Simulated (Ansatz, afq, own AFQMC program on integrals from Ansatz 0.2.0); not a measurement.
**CH2B (doublet): quantum Monte Carlo beside coupled cluster at distance B1–C2 = 1.350 Å, cc-pVDZ**

How near does AFQMC come to the top of the ladder for CH2B (doublet)?

Computed with Ansatz 0.2.0, Gaussian basis, and an in-house AFQMC program (afq) on its integrals; all values are calculated. Level: cc-pVDZ, frozen cores.

To be run: PBE (unrestricted); r2SCAN (unrestricted); PBE0 (unrestricted); B3LYP (unrestricted); wB97M-V (unrestricted); B2PLYP (unrestricted); CCSD(T) on UHF; CCSDT(Q) on UHF; Phaseless AFQMC, CISD trial on UHF; Phaseless AFQMC, single-determinant trial on UHF; Free-projection AFQMC, CISD trial on UHF.

### 1 The geometry

The geometry derives from a PBE0/def2-TZVP stationary point (not a proven minimum). One bond is set to the value named and the two fragments are kept rigid.

4 atoms, charge 0, spin multiplicity 2.

Atoms are counted from 1 here; the program's logs count them from 0.

Bond lengths: B1–C2 1.350 Å, B1–H3 1.172 Å, C2–H4 1.070 Å. Angles: C2–B1–H3 180.0°, B1–C2–H4 180.0°.

### 2 PBE (unrestricted)

File in.yaml:

```yaml
crystal:
  periodic: [false, false, false]
  atoms:
    - {symbol: B, position_ang: [0.000000, 0.000000, 0.649311]}
    - {symbol: C, position_ang: [0.000000, 0.000000, -0.700735]}
    - {symbol: H, position_ang: [0.000000, 0.000000, 1.821771]}
    - {symbol: H, position_ang: [0.000000, 0.000000, -1.770347]}
basis:
  gaussian: {orbitals: cc-pVDZ}
magnetization: {spin_polarized: true, initial_magnetization: 1}
hamiltonian: {xc: {name: PBE}}
output: {orbitals: {seedname: orbitals}}
```

Command:

```bash
ansatz run in.yaml --threads 1 --pin off --events-out ev --progress --plain --max-ram 1382MiB
```

The program printed:

```text
Functional definition: PBE
  name "PBE"
  cite "Perdew, Burke & Ernzerhof, Phys. Rev. Lett. 77, 3865 (1996) doi:10.1103/PhysRevLett.77.3865"
  parent pbe
  parameter kappa = 0.804
  parameter beta = 0.06672455060314922
  exchange = pbe_x(kappa = kappa, mu = beta*pi^2/3)
  correlation = pbe_c(beta = beta)
450 factors; their error is unknown
mean field evaluation 1: about -1735.6299 eV, gradient 2.5e1 eV
mean field evaluation 2: about -1727.6647 eV, gradient 4.1e1 eV
mean field evaluation 4: about -1739.2558 eV, gradient 1.7e0 eV
mean field evaluation 8: about -1739.2596 eV, gradient 1.3e-2 eV
mean field evaluation 16: about -1739.1729 eV, gradient 3.3e0 eV
mean field -1739.25960930 eV, -63.9166117293 hartree, gradient 2.1e-5 eV, S^2 0.752695; 1 other end points of the search recorded, 0 dependent functions left out
reference -1739.25963558 eV, -63.9166126949 hartree; 7, 6 occupied and 31, 32 virtual orbitals, 450 factors
Total energy: -1739.25963558 eV, -63.9166126949 hartree
```

It took 0.94 s on 1 thread of Intel Xeon Platinum 8259CL at 2.50GHz (Skylake/Cascade Lake), shared host.

From the report: ⟨S²⟩ of the determinant 0.753 (pure doublet: 0.75).

### 3 r2SCAN (unrestricted)

Edit in.yaml of step 2 so:

```diff
@@ -10,3 +10,2 @@
 magnetization: {spin_polarized: true, initial_magnetization: 1}
-hamiltonian: {xc: {name: PBE}}
-output: {orbitals: {seedname: orbitals}}
+hamiltonian: {xc: {name: r2SCAN}}
```

The command is unchanged.

The program printed:

```text
Functional definition: r2SCAN
  name "r2SCAN"
  cite "Furness, Kaplan, Ning, Perdew & Sun, J. Phys. Chem. Lett. 11, 8208 (2020) doi:10.1021/acs.jpclett.0c02405"
  cite "Furness, Kaplan, Ning, Perdew & Sun, J. Phys. Chem. Lett. 11, 9248 (2020) doi:10.1021/acs.jpclett.0c03077"
  parent r2scan
  parameter k0 = 0.174
  parameter k1 = 0.065
  parameter a1 = 4.9479
  exchange = r2scan_x(k0 = k0, k1 = k1, a1 = a1)
  correlation = r2scan_c
450 factors; their error is unknown
mean field evaluation 1: about -1738.0823 eV, gradient 2.2e1 eV
mean field evaluation 2: about -1733.9762 eV, gradient 3.3e1 eV
mean field evaluation 4: about -1740.8858 eV, gradient 1.1e0 eV
mean field evaluation 8: about -1740.8788 eV, gradient 6.4e-2 eV
mean field evaluation 16: about -1740.8788 eV, gradient 4.2e-5 eV
mean field -1740.87884226 eV, -63.9761174429 hartree, gradient 4.2e-5 eV, S^2 0.755583; 1 other end points of the search recorded, 0 dependent functions left out
reference -1740.87885062 eV, -63.9761177502 hartree; 7, 6 occupied and 31, 32 virtual orbitals, 450 factors
Total energy: -1740.87885062 eV, -63.9761177502 hartree
```

Wall time 2 s (1 thread of Intel Xeon Platinum 8259CL at 2.50GHz (Skylake/Cascade Lake), shared host).

From the report: ⟨S²⟩ of the determinant 0.756 (pure doublet: 0.75).

### 4 PBE0 (unrestricted)

Edit in.yaml of step 3 so:

```diff
@@ -10,2 +10,3 @@
 magnetization: {spin_polarized: true, initial_magnetization: 1}
-hamiltonian: {xc: {name: r2SCAN}}
+hamiltonian: {xc: {name: PBE0}}
+output: {orbitals: {seedname: orbitals}}
```

The command is unchanged.

The program printed:

```text
Functional definition: PBE0
  name "PBE0"
  cite "Adamo & Barone, J. Chem. Phys. 110, 6158 (1999) doi:10.1063/1.478522"
  cite "Perdew, Burke & Ernzerhof, Phys. Rev. Lett. 77, 3865 (1996) doi:10.1103/PhysRevLett.77.3865"
  parent pbe
  parameter a = 0.25
  parameter kappa = 0.804
  parameter beta = 0.06672455060314922
  exchange = (1 - a)*pbe_x(kappa = kappa, mu = beta*pi^2/3) + a*exact_x
  correlation = pbe_c(beta = beta)
354 factors; integrals over basis functions are off by at most 1.2e-3 eV
mean field evaluation 1: about -1737.4358 eV, gradient 2.0e1 eV
mean field evaluation 2: about -1736.0201 eV, gradient 2.4e1 eV
mean field evaluation 4: about -1739.6220 eV, gradient 5.8e-1 eV
mean field evaluation 8: about -1739.6237 eV, gradient 1.4e-2 eV
mean field -1739.62366292 eV, -63.9299904531 hartree, gradient 1.9e-5 eV, S^2 0.753508; 0 other end points of the search recorded, 0 dependent functions left out
reference -1739.62368302 eV, -63.9299911918 hartree; 7, 6 occupied and 31, 32 virtual orbitals, 354 factors
Total energy: -1739.62368302 eV, -63.9299911918 hartree
```

It took 0.72 s on 1 thread of Intel Xeon Platinum 8259CL at 2.50GHz (Skylake/Cascade Lake), shared host.

From the report: ⟨S²⟩ of the determinant 0.754 (pure doublet: 0.75).

### 5 B3LYP (unrestricted)

Edit in.yaml of step 4 so:

```diff
@@ -10,3 +10,2 @@
 magnetization: {spin_polarized: true, initial_magnetization: 1}
-hamiltonian: {xc: {name: PBE0}}
-output: {orbitals: {seedname: orbitals}}
+hamiltonian: {xc: {name: B3LYP}}
```

Launched as before.

The program printed (excerpt; [...] marks lines left out):

```text
Functional definition: B3LYP
  name "B3LYP"
  cite "Stephens, Devlin, Chabalowski & Frisch, J. Phys. Chem. 98, 11623 (1994) doi:10.1021/j100096a001"
  cite "Becke, Phys. Rev. A 38, 3098 (1988) doi:10.1103/PhysRevA.38.3098"
  cite "Lee, Yang & Parr, Phys. Rev. B 37, 785 (1988) doi:10.1103/PhysRevB.37.785"
  cite "Vosko, Wilk & Nusair, Can. J. Phys. 58, 1200 (1980) doi:10.1139/p80-159"
[...]
354 factors; integrals over basis functions are off by at most 1.2e-3 eV
[...]
mean field -1742.24984560 eV, -64.0265008864 hartree, gradient 1.1e-5 eV, S^2 0.752771; 0 other end points of the search recorded, 0 dependent functions left out
reference -1742.25002440 eV, -64.0265074571 hartree; 7, 6 occupied and 31, 32 virtual orbitals, 354 factors
Total energy: -1742.25002440 eV, -64.0265074571 hartree
```

It took 0.75 s on 1 thread of Intel Xeon Platinum 8259CL at 2.50GHz (Skylake/Cascade Lake), shared host.

From the report: ⟨S²⟩ of the determinant 0.753 (pure doublet: 0.75).

### 6 wB97M-V (unrestricted)

Edit in.yaml of step 5 so:

```diff
@@ -10,2 +10,3 @@
 magnetization: {spin_polarized: true, initial_magnetization: 1}
-hamiltonian: {xc: {name: B3LYP}}
+hamiltonian: {xc: {name: wB97M-V}}
+output: {orbitals: {seedname: orbitals}}
```

Same command.

The program printed (excerpt; [...] marks lines left out):

```text
Functional definition: wB97M-V
  name "wB97M-V"
  cite "Mardirossian & Head-Gordon, J. Chem. Phys. 144, 214110 (2016) doi:10.1063/1.4952647"
  cite "Becke, J. Chem. Phys. 107, 8554 (1997) doi:10.1063/1.475007"
  cite "Vydrov & Van Voorhis, J. Chem. Phys. 133, 244103 (2010) doi:10.1063/1.3521275"
  # Of w^i u^j: cxij and so on, Table III.
[...]
  gx(w, u) = 1 - cx + cx01*u + cx10*w
  gss(w, u) = css00 + css04*u^4 + css10*w + css20*w^2 + css43*w^4*u^3
  gos(w, u) = cos00 + cos10*w + (cos20 + cos21*u)*w^2 + (cos60 + cos61*u)*w^6
[...]
      + integral(e_c_pw_mod_opposite_spin*gos(b97_w_opposite, b97_u_opposite)) + vv10(b, c)
354 factors; integrals over basis functions are off by at most 1.2e-3 eV
125 factors; integrals over basis functions are off by at most 1.6e-5 eV
[...]
mean field -1741.06132391 eV, -63.9828235199 hartree, gradient 7.6e-5 eV, S^2 0.752756; 0 other end points of the search recorded, 0 dependent functions left out
reference -1741.06135421 eV, -63.9828246336 hartree; 7, 6 occupied and 31, 32 virtual orbitals, 354 factors
Total energy: -1741.06135421 eV, -63.9828246336 hartree
```

It took 2.4 s on 1 thread of Intel Xeon Platinum 8259CL at 2.50GHz (Skylake/Cascade Lake), shared host.

From the report: ⟨S²⟩ of the determinant 0.753 (pure doublet: 0.75).

### 7 B2PLYP (unrestricted)

Edit in.yaml of step 6 so:

```diff
@@ -10,3 +10,3 @@
 magnetization: {spin_polarized: true, initial_magnetization: 1}
-hamiltonian: {xc: {name: wB97M-V}}
-output: {orbitals: {seedname: orbitals}}
+hamiltonian: {xc: {name: B2PLYP}}
+correlation: {electrons: outside_noble_gas}
```

The command is unchanged.

The program printed (excerpt; [...] marks lines left out):

```text
Functional definition: B2PLYP
  name "B2PLYP"
  cite "Grimme, J. Chem. Phys. 124, 034108 (2006) doi:10.1063/1.2148954"
  cite "Becke, Phys. Rev. A 38, 3098 (1988) doi:10.1103/PhysRevA.38.3098"
  cite "Lee, Yang & Parr, Phys. Rev. B 37, 785 (1988) doi:10.1103/PhysRevB.37.785"
[...]
354 factors; integrals over basis functions are off by at most 1.2e-3 eV
[...]
mean field -1738.29551626 eV, -63.8811819635 hartree, gradient 4.0e-6 eV, S^2 0.755332; 0 other end points of the search recorded, 0 dependent functions left out
2 core orbitals not correlated: weight in the atoms' cores, before any rotation towards them, 1.000 or more for the frozen orbitals, at most 0.000 for the correlated occupied ones
reference -1738.29563154 eV, -63.8811862001 hartree; 5, 4 occupied and 31, 32 virtual orbitals, 354 factors
second order -6.20479157 eV of doubles, -0.00000000 eV of singles
Total energy: -1739.97092527 eV, -63.9427521089 hartree
```

Wall time 0.97 s (1 thread of Intel Xeon Platinum 8259CL at 2.50GHz (Skylake/Cascade Lake), shared host).

From the report: ⟨S²⟩ of the determinant 0.755 (pure doublet: 0.75).

### 8 CCSD(T) on UHF

Edit in.yaml of step 7 so:

```diff
@@ -10,3 +10,2 @@
 magnetization: {spin_polarized: true, initial_magnetization: 1}
-hamiltonian: {xc: {name: B2PLYP}}
-correlation: {electrons: outside_noble_gas}
+correlation: {method: ccsd_t, electrons: outside_noble_gas, hamiltonian_folder: ham}
```

Launched as before.

The program printed (excerpt; [...] marks lines left out):

```text
Functional definition: HF
  name "HF"
  cite "Fock, Z. Phys. 61, 126 (1930) doi:10.1007/BF01340294"
  parent pbe
[...]
354 factors; integrals over basis functions are off by at most 1.2e-3 eV
[...]
mean field -1730.71246324 eV, -63.6025099049 hartree, gradient 3.0e-6 eV, S^2 0.777249; 4 other end points of the search recorded, 0 dependent functions left out
2 core orbitals not correlated: weight in the atoms' cores, before any rotation towards them, 1.000 or more for the frozen orbitals, at most 0.000 for the correlated occupied ones
reference -1730.71246324 eV, -63.6025099049 hartree; 5, 4 occupied and 31, 32 virtual orbitals, 354 factors
second order -4.89914603 eV of doubles, -0.00000000 eV of singles
cycle   1  -5.42110686 eV  change   -5.2e-1 eV  update   6.2e-2
[...]
cycle  11  -5.67892273 eV  change   -1.3e-6 eV  update   7.8e-6
perturbative correction -0.18851276 eV, -0.0069277162 hartree
Total energy: -1736.57989873 eV, -63.8181341823 hartree
```

It took 1.1 s on 1 thread of Intel Xeon Platinum 8259CL at 2.50GHz (Skylake/Cascade Lake), shared host.

From the report: ⟨S²⟩ of the determinant 0.777 (pure doublet: 0.75); correlation -5.8674 eV; T1 0.021; largest double amplitude 0.10.

This run also writes the integrals to the folder ham.

### 9 CCSDT(Q) on UHF

Edit in.yaml of step 8 so:

```diff
@@ -10,2 +10,2 @@
 magnetization: {spin_polarized: true, initial_magnetization: 1}
-correlation: {method: ccsd_t, electrons: outside_noble_gas, hamiltonian_folder: ham}
+correlation: {method: ccsdt_q, electrons: outside_noble_gas}
```

The command is unchanged.

The program printed (excerpt; [...] marks lines left out):

```text
Functional definition: HF
  name "HF"
  cite "Fock, Z. Phys. 61, 126 (1930) doi:10.1007/BF01340294"
  parent pbe
[...]
658 factors; integrals over basis functions are off by at most 2.1e-7 eV
[...]
mean field -1730.71247513 eV, -63.6025103421 hartree, gradient 3.0e-6 eV, S^2 0.777249; 4 other end points of the search recorded, 0 dependent functions left out
2 core orbitals not correlated: weight in the atoms' cores, before any rotation towards them, 1.000 or more for the frozen orbitals, at most 0.000 for the correlated occupied ones
reference -1730.71247513 eV, -63.6025103421 hartree; 5, 4 occupied and 31, 32 virtual orbitals, 658 factors
second order -4.89915814 eV of doubles, -0.00000000 eV of singles
cycle   1  -5.42110229 eV  change   -5.2e-1 eV  update   7.2e-2
[...]
cycle  17  -5.89518633 eV  change    4.1e-7 eV  update   6.8e-7
perturbative correction -0.01293374 eV, -0.0004753063 hartree
Total energy: -1736.62059521 eV, -63.8196297502 hartree
```

Run time: 14 s. Hardware: 1 thread of Intel Xeon Platinum 8259CL at 2.50GHz (Skylake/Cascade Lake), shared host.

From the report: ⟨S²⟩ of the determinant 0.777 (pure doublet: 0.75); correlation -5.9081 eV; T1 0.022; largest double amplitude 0.11.

### 10 Phaseless AFQMC, CISD trial on UHF

It reads the integrals that the CCSD(T) run on this determinant wrote.

Command:

```bash
afq ham --method phaseless --trial cisd --walkers 60 --populations 1 --least-time 40 --time-step 0.005 --steps-per-block 50 --equilibration-blocks 28 --max-blocks 300 --target-error 0.00036 --factor-cut 1e-05 --start spin_pure --seed 9613 --release-times 0.24,0.51,0.99,1.62,2.4 --release-step 0.03 --release-every 4 --taylor-order 6
```

The program printed:

```text
orbitals 36  electrons 5 4  factors 274 of 354
reference energy -63.60250990 Eh
CCSD correlation -0.20869629 Eh in 11 cycles, weight of the determinant in the CISD state 0.8940
energy of the start -63.810122 Eh
 block  time / (1/Eh)  mean weight  energy / Eh
     1     0.250  1.0012  -63.808665
     2     0.500  1.0005  -63.810065
     3     0.750  0.9994  -63.814662
     4     1.000  1.0006  -63.816161
     5     1.250  0.9996  -63.812943
     6     1.500  0.9995  -63.811961
     7     1.750  0.9995  -63.819031
     8     2.000  1.0015  -63.821491
     9     2.250  1.0019  -63.820826
    10     2.500  1.0008  -63.825026
    17     4.250  0.9983  -63.814048
    25     6.250  0.9999  -63.816986
    33     8.250  1.0017  -63.817797
    41    10.250  1.0011  -63.824051
    49    12.250  0.9993  -63.816823
    57    14.250  0.9999  -63.815837
    65    16.250  0.9990  -63.817397
    73    18.250  1.0014  -63.825716
    81    20.250  0.9997  -63.817021
    89    22.250  1.0024  -63.816596
    97    24.250  1.0003  -63.827765
   105    26.250  0.9996  -63.823866
   113    28.250  0.9998  -63.820299
   121    30.250  1.0000  -63.819466
   129    32.250  0.9981  -63.823302
   137    34.250  0.9982  -63.815874
   145    36.250  1.0017  -63.817925
   153    38.250  1.0017  -63.816102
   161    40.250  1.0014  -63.821882
   169    42.250  1.0001  -63.817719
   177    44.250  0.9987  -63.822412
   185    46.250  1.0003  -63.818546
   193    48.250  0.9994  -63.816902
   201    50.250  1.0006  -63.818742
   209    52.250  0.9988  -63.818993
   217    54.250  0.9997  -63.819102
   225    56.250  1.0017  -63.818426
   233    58.250  0.9999  -63.820232
   241    60.250  0.9953  -63.816205
   249    62.250  0.9986  -63.819588
   257    64.250  0.9999  -63.821867
   265    66.250  1.0001  -63.820736
   273    68.250  1.0010  -63.819712
   281    70.250  1.0016  -63.814838
   289    72.250  0.9994  -63.819912
   297    74.250  1.0003  -63.822750
   305    76.250  0.9980  -63.818243
   313    78.250  0.9991  -63.817534
   321    80.250  1.0020  -63.815088
blocks merged  error / Eh  count
     1  0.000351  300
     2  0.000453  150
     4  0.000569  75
     8  0.000604  37
    16  0.000701  18
    32  0.000666  9
released: time / (1/Eh)  energy / Eh  error  mean overlap
  0.24  -63.820306  0.000813  0.9937
  0.51  -63.819733  0.000499  1.0002
  0.99  -63.820234  0.000443  0.9916
  1.62  -63.819700  0.000428  0.9979
  2.40  -63.819569  0.000565  1.0159
energy -63.819736 +/- 0.000701 Eh
```

Run time: 7.7 min. Hardware: 1 thread of Intel Xeon Platinum 8259CL at 2.50GHz (Skylake/Cascade Lake), shared host.

Energy -1736.6235 ± 0.0191 eV. Caveats: constraint bias not in the error; error above the target.

### 11 Phaseless AFQMC, single-determinant trial on UHF

It reads the integrals that the CCSD(T) run on this determinant wrote.

Command:

```bash
afq ham --method phaseless --trial hf --walkers 120 --populations 1 --least-time 40 --time-step 0.005 --steps-per-block 20 --equilibration-blocks 112 --max-blocks 600 --target-error 0.00108 --factor-cut 1e-05 --start spin_pure --seed 4893 --taylor-order 6
```

The program printed:

```text
orbitals 36  electrons 5 4  factors 274 of 354
reference energy -63.60250990 Eh
CCSD correlation -0.20869629 Eh in 11 cycles, weight of the determinant in the CISD state 0.8940
energy of the start -63.603283 Eh
 block  time / (1/Eh)  mean weight  energy / Eh
     1     0.100  1.0003  -63.648718
     2     0.200  1.0001  -63.688269
     3     0.300  1.0013  -63.724640
     4     0.400  1.0020  -63.737144
     5     0.500  1.0006  -63.759400
     6     0.600  1.0019  -63.775974
     7     0.700  1.0019  -63.769351
     8     0.800  1.0004  -63.786006
     9     0.900  1.0012  -63.784725
    10     1.000  1.0003  -63.789308
    18     1.800  1.0016  -63.815742
    35     3.500  0.9998  -63.817364
    52     5.200  1.0024  -63.808653
    69     6.900  0.9996  -63.825941
    86     8.600  1.0007  -63.817530
   103    10.300  1.0012  -63.832105
   120    12.000  0.9993  -63.802981
   137    13.700  1.0016  -63.808107
   154    15.400  0.9993  -63.829420
   171    17.100  1.0016  -63.842261
   188    18.800  1.0011  -63.813210
   205    20.500  1.0004  -63.801356
   222    22.200  1.0019  -63.828192
   239    23.900  0.9994  -63.821438
   256    25.600  1.0002  -63.789651
   273    27.300  0.9996  -63.807991
   290    29.000  1.0000  -63.780832
   307    30.700  1.0007  -63.827131
   324    32.400  0.9996  -63.816532
   341    34.100  0.9999  -63.825276
   358    35.800  1.0003  -63.808655
   375    37.500  0.9992  -63.812181
   392    39.200  1.0017  -63.808850
   409    40.900  1.0004  -63.833845
   426    42.600  0.9972  -63.795526
   443    44.300  1.0006  -63.817653
   460    46.000  1.0002  -63.812800
   477    47.700  0.9999  -63.806557
   494    49.400  0.9995  -63.811772
   511    51.100  0.9988  -63.819915
   528    52.800  0.9998  -63.813580
   545    54.500  1.0011  -63.832627
   562    56.200  1.0011  -63.835120
   579    57.900  0.9999  -63.826784
   596    59.600  1.0014  -63.869478
   613    61.300  1.0018  -63.807785
   630    63.000  0.9983  -63.826187
   647    64.700  1.0004  -63.819586
   664    66.400  1.0003  -63.799799
   681    68.100  0.9994  -63.803057
   698    69.800  1.0013  -63.818416
blocks merged  error / Eh  count
     1  0.000844  600
     2  0.001140  300
     4  0.001527  150
     8  0.001894  75
    16  0.002396  37
    32  0.002811  18
    64  0.003404  9
energy -63.817926 +/- 0.002811 Eh
```

Run time: 4.3 min. Hardware: 1 thread of Intel Xeon Platinum 8259CL at 2.50GHz (Skylake/Cascade Lake), shared host.

Energy -1736.5742 ± 0.0765 eV. Caveats: constraint bias not in the error; error above the target. The error still grows with block length (0.0652 to 0.0926 eV), so the bar may be too small.

### 12 Free-projection AFQMC, CISD trial on UHF

It reads the integrals that the CCSD(T) run on this determinant wrote.

Command:

```bash
afq ham --method free --trial cisd --walkers 60 --time-step 0.03 --max-blocks 80 --target-error 0.00036 --factor-cut 1e-05 --seed 2050 --times 0,0.3,0.6,1.2,1.8,2.4,3.6,4.8,6 --taylor-order 8
```

The program printed:

```text
orbitals 36  electrons 5 4  factors 274 of 354
reference energy -63.60250990 Eh
CCSD correlation -0.20869629 Eh in 11 cycles, weight of the determinant in the CISD state 0.8940
repeat  energy at the last time / Eh  error
    10  -63.819872  0.003297
    20  -63.822716  0.002482
    30  -63.823439  0.001901
    40  -63.822119  0.001448
    50  -63.821854  0.001185
    60  -63.821417  0.001052
    70  -63.820761  0.001047
    80  -63.821178  0.000976
time / (1/Eh)  energy / Eh  error  mean overlap
  0.00  -63.811133  0.000144  1.1178
  0.30  -63.815662  0.000167  1.1216
  0.60  -63.817509  0.000226  1.1253
  1.20  -63.819084  0.000302  1.1260
  1.80  -63.819516  0.000281  1.1460
  2.40  -63.819591  0.000380  1.1493
  3.60  -63.819943  0.000453  1.1513
  4.80  -63.819200  0.000574  1.1288
  6.00  -63.821178  0.000976  1.0565
energy -63.821178 +/- 0.000976 Eh
```

It took 5.8 min on 1 thread of Intel Xeon Platinum 8259CL at 2.50GHz (Skylake/Cascade Lake), shared host.

Energy -1736.6627 ± 0.0266 eV. Caveats: remainder of the start not in the error; error above the target.

### 13 All levels side by side

On the UHF determinant, counted from CCSDT(Q) (a yardstick, not exact):

| level | energy (eV) | from CCSDT(Q) (meV) | statistical error (meV) | time |
| --- | --- | --- | --- | --- |
| HF | -1730.7125 | +5908.1 |  |  |
| MP2 | -1735.6116 | +1009.0 |  |  |
| CCSD | -1736.3914 | +229.2 |  |  |
| CCSD(T) | -1736.5799 | +40.7 |  |  |
| CCSDT(Q) | -1736.6206 | 0.0 |  |  |
| Phaseless AFQMC, CISD trial, step 0.005, 60 walkers | -1736.6235 | -2.9 | 19.1 | 7.7 min |
| Phaseless AFQMC, single-determinant trial, step 0.005, 120 walkers | -1736.5742 | +46.4 | 76.5 | 4.3 min |
| Free-projection AFQMC, CISD trial, step 0.03, 60 walkers | -1736.6627 | -42.1 | 26.6 | 5.8 min |

The functionals' totals stand on their own zeros and serve differences with other points: PBE -1739.260 eV; r2SCAN -1740.879 eV; PBE0 -1739.624 eV; B3LYP -1742.250 eV; wB97M-V -1741.061 eV; B2PLYP -1739.971 eV.

### 14 Outcome

| quantity | value |
| --- | --- |
| CCSD(T) on UHF from CCSDT(Q) | +40.7 meV |
| Phaseless AFQMC, CISD trial on UHF from CCSDT(Q) | -2.9 ± 19.1 meV |
| Phaseless AFQMC, single-determinant trial on UHF from CCSDT(Q) | +46.4 ± 76.5 meV |
| Free-projection AFQMC, CISD trial on UHF from CCSDT(Q) | -42.1 ± 26.6 meV |

In words: On UHF the phaseless walk with the CISD trial lies -2.9 meV from CCSDT(Q), within three error bars. Free projection has no constraint; at the last time it gives -42.1 ± 26.6 meV, and from a start that isn't spin pure other spins can mix in. Error bars are statistical and leave out the constraint, the time step and what remains of the start.
